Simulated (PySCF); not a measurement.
Species: C₄H₁₁OP.
Cartesian coordinates in Å at the PBE0-D3(BJ)/def2-SVP level; atoms count from 1:
```xyz
17
C4H11OP angstrom
C     -2.3063    0.2801   -0.0973
C     -1.4850   -0.9481    0.2632
P      0.2809   -0.8736   -0.1801
O      1.0451   -2.1349    0.0722
C      0.9724    0.5891    0.6617
C      2.4802    0.6737    0.4663
H     -1.9936    1.1663    0.4755
H     -3.3733    0.1145    0.1129
H     -2.2183    0.5260   -1.1676
H     -1.5176   -1.1658    1.3441
H     -1.8638   -1.8535   -0.2394
H      0.2281   -0.4478   -1.5493
H      0.4555    1.4950    0.3037
H      0.7236    0.4725    1.7308
H      2.7402    0.8467   -0.5899
H      2.9125    1.4946    1.0570
H      2.9542   -0.2698    0.7733
```

A calculation gives these core lines: C 1s: 290.87 (area 2), 291.21 (area 2) eV; O 1s: 535.95 eV; P 1s: 2151.69 eV; P 2p3/2: 137.78 eV.

Computed, not measured: PySCF 2.14.0, delta-SCF UKS SCAN, pcX-2 on the ionised atom, pcseg-1 elsewhere, spin-free X2C. One conformer (not necessarily the lowest) at the PBE0-D3(BJ)/def2-SVP geometry, without solvent, vibrations or thermal averaging.

Task: Order the carbon atoms by C 1s binding energy.

Result: 290.87 eV: C2/C5 (sp3 carbon bound to phosphorus); 291.21 eV: C1/C6 (methyl carbon). Lowest listed C 1s: C2/C5, bonded to C, 2 H and P. Highest, 0.34 eV above it: C1/C6, bonded to C and 3 H.

Bonded neighbours of each site: C1/C6: C and 3 H; C2/C5: C, 2 H and P; P3: O (double bond), 2 C and H; O4: P (double bond).

Task: What is the longest wavelength that can ionise C 1s of C1/C6 vertically?

Result: λ = hc/E = 12398.42 eV Å / 291.21 eV = 42.576 Å.

One atom of each set of topologically equivalent atoms was ionised and stands for the set; in this conformer not all members are related by symmetry, and their own values weren't computed. The 2p values aren't plain energy differences: one relaxed spin-free 2p hole is combined with a matrix within the shell (ground-state 2p orbital-energy differences and spin–orbit coupling). 2p3/2, the mean of its two sublevels, lies a third of the splitting below the shell's mean and 2p1/2 two thirds above it; the statistical areas are 2:1. 2p1/2 minus 2p3/2 (ligand field included): P 0.89 eV.
